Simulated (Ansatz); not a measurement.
Ansatz (a quantum-chemistry and plane-wave program) input (wB97M-V/3-21G): A basis named .json is the Basis Set Exchange file of that set (core-valence sets with the plain set on hydrogen).

Ansatz 0.2 input:
```yaml
crystal:
  periodic: [false, false, false]
  atoms:
    - {symbol: C, position_ang: [-0.07275672, 1.12916893, 0.00212857]}
    - {symbol: S, position_ang: [-0.04234019, -0.64860717, -0.00102657]}
    - {symbol: H, position_ang: [1.30459006, -0.82487224, -0.00447189]}
    - {symbol: H, position_ang: [-1.11267682, 1.44681760, 0.00510357]}
    - {symbol: H, position_ang: [0.46310493, 1.48883727, 0.88953771]}
    - {symbol: H, position_ang: [0.45896518, 1.49191853, -0.88651564]}
basis:
  gaussian:
    orbitals: 3-21G.json
hamiltonian:
  xc: {name: wB97M-V}
total_charge: 1
magnetization: {spin_polarized: true, initial_magnetization: 1}
```

Output:

```
Functional definition: wB97M-V
integrals: 0.02 GiB planned
344 factors; integrals over basis functions are off by at most 1.1e-3 eV
integrals: 0.06 GiB planned
135 factors; integrals over basis functions are off by at most 4.1e-6 eV
mean field: 0.23 GiB planned
mean field evaluation 1: about -11864.1589 eV, gradient 2.3e1 eV
mean field evaluation 2: about -11865.3251 eV, gradient 1.6e1 eV
mean field evaluation 4: about -11866.5634 eV, gradient 3.5e-1 eV
mean field evaluation 8: about -11866.5678 eV, gradient 3.2e-2 eV
mean field evaluation 16: about -11866.5678 eV, gradient 3.9e-5 eV
mean field -11866.56784955 eV, -436.0883250222 hartree, gradient 3.9e-5 eV, S^2 0.751538; 0 other end points of the search recorded, 0 dependent functions left out
reference -11866.56787129 eV, -436.0883258213 hartree; 13, 12 occupied and 17, 18 virtual orbitals, 344 factors
Total energy: -11866.56787129 eV, -436.0883258213 hartree
```
